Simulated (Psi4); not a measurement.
**A workflow on BH3S (SMILES BS)**

Wanted: a structure relaxation (r2SCAN-3c/def2-mTZVPP), then vibrational wavenumbers, then the energy (MP2/cc-pVTZ) of BH3S. 

The calculation is run with Psi4 1.11.

### Step 1. The system as given

BH3S: 5 atoms, total charge 0, spin state singlet. As SMILES, `BS`. The coordinates come from a PBE0-D4/def2-TZVP relaxation. The run starts from this shape.

Bond lengths: B1–S2 1.765 Å, B1–H3 1.192 Å, B1–H4 1.190 Å, S2–H5 1.344 Å. Angles: B1–S2–H5 99.2°, S2–B1–H3 115.8°, S2–B1–H4 121.4°, H3–B1–H4 122.7°.

### Step 2. A geometry optimisation at r2SCAN-3c/def2-mTZVPP (density fitting) (run 1)

File job.py:

```python
import psi4

psi4.set_memory('1600 MB')
psi4.set_num_threads(1)
psi4.core.set_output_file('output.dat', False)

mol = psi4.geometry("""
B     -0.392100    -0.421000     0.088100
S      0.161700     1.236900    -0.154300
H     -1.562900    -0.556400     0.264200
H      0.367100    -1.337600     0.074200
H      1.476100     1.004400    -0.313600
""")

psi4.set_options({
    'geom_maxiter': 60,
})

energy_value = psi4.optimize("r2scan-3c")
print(f'r2scan-3c energy: {energy_value:.10f} Eh')
print(mol.to_string(dtype='xyz', units='Angstrom'))
for k, v in sorted(psi4.core.scalar_variables().items()):
    print(f'{k:45s} {v:18.10f}')
```

On the command line:

```bash
$ python job.py
```

output.dat:

```text
[...]
  Running in c1 symmetry.
[...]
  Nuclear repulsion =   43.070548964180006
[...]
  Multiplicity = 1
[...]
  Nalpha       = 12
  Nbeta        = 12
[...]
    Number of basis functions: 61
[...]
   @DF-RKS iter   1:  -424.67620345648396   -2.54512e-01   7.55660e-03 DIIS/ADIIS
[...]
   @DF-RKS iter   6:  -424.81260567820698    2.27374e-13   3.59697e-09 DIIS
[...]
    Orbital Energies [Eh]
    ---------------------
    Doubly Occupied:
       1A    -88.577586     2A     -7.873636     3A     -6.650395
       4A     -5.819820     5A     -5.814871     6A     -5.813782
       7A     -0.720580     8A     -0.480166     9A     -0.401463
      10A     -0.332783    11A     -0.300270    12A     -0.276469
[...]
  @DF-RKS Final Energy:  -424.81260567820698
   => Energetics <=
    Nuclear Repulsion Energy =             42.8430956270262797
    One-Electron Energy =                -669.5519065644218699
    Two-Electron Energy =                 232.6786217104234424
    DFT Exchange-Correlation Energy =     -30.7879736555789165
    Empirical Dispersion Energy =           0.0055572043440847
    VV10 Nonlocal Energy =                  0.0000000000000000
    Total Energy =                       -424.8126056782069782
[...]
  -Total Gradient:
     Atom            X                  Y                   Z
    ------   -----------------  -----------------  -----------------
       1        0.000005342953     0.000152067915     0.000179507218
       2       -0.000316305869     0.000183599463    -0.000012765696
       3       -0.000106448146    -0.000057550566    -0.000059275781
       4       -0.000075454842     0.000123656593    -0.000073304394
       5       -0.000266069032     0.000277443114    -0.000000363997
[...]
```

The script printed:

```text
Some dependencies such as QCElemental have not yet finished migration to pydantic v2. If issues are encountered please downgrade pydantic or upgrade QCElemental as appropriate
Optimizer: Optimization complete!
r2scan-3c energy: -424.8126056782 Eh
5
0 1 BH3S
B                    -0.422465522601    -1.168695357280     0.176034498267
S                     0.139178608907     0.500775563924    -0.069513339627
H                    -1.592064422774    -1.304439658897     0.350628850677
H                     0.336194209319    -2.083774392209     0.160915819870
H                     1.455531410596     0.268319416126    -0.229285461161

CURRENT ENERGY                                   -424.8126056782
CURRENT REFERENCE ENERGY                         -424.8126056782
DD SOLVATION ENERGY                                 0.0000000000
DFT FUNCTIONAL TOTAL ENERGY                      -424.8181628826
DFT TOTAL ENERGY                                 -424.8126056782
DFT VV10 ENERGY                                     0.0000000000
DFT XC ENERGY                                     -30.7879736556
DISPERSION CORRECTION ENERGY                       -0.0006273496
GRID ELECTRONS ALPHA                               12.0000038381
GRID ELECTRONS BETA                                12.0000038381
GRID ELECTRONS TOTAL                               24.0000076762
NUCLEAR REPULSION ENERGY                           42.8430956270
ONE-ELECTRON ENERGY                              -669.5519065644
OPTIMIZATION ITERATIONS                             4.0000000000
PCM POLARIZATION ENERGY                             0.0000000000
PE ENERGY                                           0.0000000000
R2SCAN3C DISPERSION CORRECTION ENERGY              -0.0006273496
SCF ITERATION ENERGY                             -424.8126056782
SCF ITERATIONS                                      6.0000000000
SCF TOTAL ENERGY                                 -424.8126056782
TWO-ELECTRON ENERGY                               232.6786217104
XC GRID RADIAL POINTS                              75.0000000000
XC GRID SPHERICAL POINTS                          302.0000000000
XC GRID TOTAL POINTS                           109143.0000000000
```

Wall time 34 s (1 thread of AMD EPYC 7R13 (Zen 3), shared host); peak memory 0.67 GiB.

The path in brief:

```
step  energy from the first frame kept (eV)  largest force (eV/Å)
   0                                 0.0000                0.3342
   1                                -0.0023                0.0622
   2                                -0.0025                0.0223
   3                                -0.0026                0.0198
```

After the run. Bond lengths: B1–S2 1.778 Å, B1–H3 1.190 Å, B1–H4 1.189 Å, S2–H5 1.346 Å. Angles: B1–S2–H5 99.4°, S2–B1–H3 116.0°, S2–B1–H4 121.3°, H3–B1–H4 122.8°.

### Step 3. Vibrational wavenumbers at r2SCAN-3c/def2-mTZVPP (density fitting) (run 2)

File job.inp:

```
memory 1600 mb

molecule {
  0 1
  B
  S 1 R2
  H 1 R3 2 A3
  H 1 R4 3 A4 2 D4
  H 2 R5 1 A5 4 D5

  R2 = 1.778447
  R3 = 1.190323
  A3 = 115.95157
  R4 = 1.188765
  A4 = 122.76269
  D4 = -179.83157
  R5 = 1.346234
  A5 = 99.38641
  D5 = -0.07638
  symmetry c1
}

set globals {
  t                          600.0
  rotational_symmetry_number 1
}

frequency('r2scan-3c')
```

On the command line:

```bash
$ psi4 job.inp job.out -n 1
```

job.out:

```text
[...]
  Running in c1 symmetry.
[...]
  Nuclear repulsion =   42.843090500769286
[...]
  Multiplicity = 1
[...]
  Nalpha       = 12
  Nbeta        = 12
[...]
    Number of basis functions: 61
[...]
   @DF-RKS iter   1:  -424.67960515423727   -2.68374e-01   7.45765e-03 ADIIS/DIIS
[...]
   @DF-RKS iter  11:  -424.81260524092897   -2.27374e-13   1.10775e-09 DIIS
[...]
  @DF-RKS Final Energy:  -424.81260524092897
   => Energetics <=
    Nuclear Repulsion Energy =             42.8495287688177484
    One-Electron Energy =                -669.5649212815445708
    Two-Electron Energy =                 232.6856195574348476
    DFT Exchange-Correlation Energy =     -30.7883906385720998
    Empirical Dispersion Energy =           0.0055583529350575
    VV10 Nonlocal Energy =                  0.0000000000000000
    Total Energy =                       -424.8126052409289741
[...]
  -Total Gradient:
     Atom            X                  Y                   Z
    ------   -----------------  -----------------  -----------------
       1       -0.000191839570    -0.000347925875    -0.000155047899
       2        0.000037506069     0.000262496596     0.000097068934
       3        0.000078569354     0.000106030144    -0.000033532346
       4        0.000069256330     0.000443249953     0.000418211256
       5        0.000008634599     0.000473156746     0.000066641555
[...]
  ==> Harmonic Vibrational Analysis <==
[...]
  Freq [cm^-1]                 661.8939            691.2486            815.4237
[...]
  IR activ [km/mol]             6.5706              8.3795             23.6172
[...]
  Freq [cm^-1]                 949.5741            978.0772           1210.4553
[...]
  IR activ [km/mol]            10.4364              0.8703             46.2234
[...]
  Freq [cm^-1]                2618.0537           2688.7822           2721.6890
[...]
```

It took 3.1 min on 1 thread of AMD EPYC 7R13 (Zen 3), shared host; peak memory 0.66 GiB.

### Step 4. The energy at MP2/cc-pVTZ (density fitting, density fitting for correlation) (run 3)

File job.in:

```
memory 1600 MB

molecule mol {
  0 1
  B     -0.397781    -0.429322     0.090427
  S      0.163864     1.240149    -0.155121
  H     -1.567379    -0.565066     0.265021
  H      0.360879    -1.344401     0.075308
  H      1.480216     1.007693    -0.314893
  units angstrom
  symmetry c1
}

set basis cc-pVTZ
set freeze_core true

e_tot, wfn = energy('mp2', return_wfn=True)
print_variables()
```

On the command line:

```bash
$ psi4 job.in job.out -n 1
```

job.out:

```text
[...]
  Running in c1 symmetry.
[...]
  Nuclear repulsion =   42.843096350497873
[...]
  Multiplicity = 1
[...]
  Nalpha       = 12
  Nbeta        = 12
[...]
    Number of basis functions: 106
[...]
   @DF-RHF iter   1:  -423.96564506911369   -5.54816e-01   1.87375e-03 DIIS/ADIIS
[...]
   @DF-RHF iter  11:  -424.00094469635769   -4.09273e-12   4.74758e-09 DIIS
[...]
    Orbital Energies [Eh]
    ---------------------
    Doubly Occupied:
       1A    -91.962944     2A     -8.967242     3A     -7.630017
       4A     -6.648451     5A     -6.647313     6A     -6.647118
       7A     -0.990850     8A     -0.688697     9A     -0.576054
      10A     -0.500481    11A     -0.453264    12A     -0.403798
[...]
  @DF-RHF Final Energy:  -424.00094469635769
   => Energetics <=
    Nuclear Repulsion Energy =             42.8430963504978735
    One-Electron Energy =                -669.4556214270401142
    Two-Electron Energy =                 202.6115803801845914
    Total Energy =                       -424.0009446963576920
[...]
 Multipole Moments:
 ------------------------------------------------------------------------------------
     Multipole            Electronic (a.u.)      Nuclear  (a.u.)        Total (a.u.)
 ------------------------------------------------------------------------------------
 L = 1.  Multiply by 2.5417464519 to convert [e a0] to [Debye]
 Dipole X            :         -0.2801415            0.5937356            0.3135941
 Dipole Y            :          1.6162145           -1.7970581           -0.1808436
 Dipole Z            :         -0.1197519            0.0948983           -0.0248535
 Magnitude           :                                                    0.3628544
[...]
```

Run time: 4.8 s. Hardware: 1 thread of AMD EPYC 7R13 (Zen 3), shared host; peak memory 0.31 GiB.

### Step 5. Outcome

| quantity | value |
| --- | --- |
| run 1, r2SCAN-3c/def2-mTZVPP: total energy at the end | -424.81261 Eh |
| run 1, r2SCAN-3c/def2-mTZVPP: dipole moment | 0.93 D |
| run 1, r2SCAN-3c/def2-mTZVPP: HOMO energy | -7.52 eV |
| run 1, r2SCAN-3c/def2-mTZVPP: LUMO energy | -1.92 eV |
| run 1, r2SCAN-3c/def2-mTZVPP: HOMO–LUMO gap | 5.60 eV |
| run 2, r2SCAN-3c/def2-mTZVPP: lowest harmonic wavenumber | 662 cm⁻¹ |
| run 2, r2SCAN-3c/def2-mTZVPP: highest harmonic wavenumber | 2722 cm⁻¹ |
| run 2, r2SCAN-3c/def2-mTZVPP: zero-point energy | 79.8 kJ/mol |
| run 2, r2SCAN-3c/def2-mTZVPP: ideal-gas entropy at 600 K (symmetry number 1 as used) | 68.3 cal/(mol K) |
| run 3, MP2/cc-pVTZ: total energy | -424.28664 Eh |
| run 3, MP2/cc-pVTZ: HOMO energy (Hartree–Fock orbitals) | -10.99 eV |
| run 3, MP2/cc-pVTZ: LUMO energy (Hartree–Fock orbitals) | 2.18 eV |
| run 3, MP2/cc-pVTZ: HOMO–LUMO gap (Hartree–Fock orbitals) | 13.17 eV |
| run 3, MP2/cc-pVTZ: correlation energy (6 core orbitals frozen) | -285.7 mEh |

The optimisation (run 1, r2SCAN-3c/def2-mTZVPP) took 4 steps and changed the energy by -0.003 eV. All 9 modes (run 2, r2SCAN-3c/def2-mTZVPP) are real, so the shape is a minimum at this level.
